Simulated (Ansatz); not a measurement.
CO$_{2}$+, SMILES `O=C=[O+]` radical. The species carries charge 1 and has multiplicity 2.

| atom | x (Å) | y (Å) | z (Å) |
| --- | --- | --- | --- |
| O1 | 0.788 | -0.846 | 0.169 |
| C2 | 0.000 | 0.000 | 0.000 |
| O3 | -0.788 | 0.846 | -0.169 |

(1) What are the harmonic wavenumbers in cm⁻¹ at PBE0-D4/def2-TZVP (Ansatz, finite differences of forces, unscaled)? (Best estimate.)

(2) Is this a minimum?

## Answers

(1) Ansatz gave: 490, 593, 1330, 1415.

(2) Yes, all 4 modes are real.
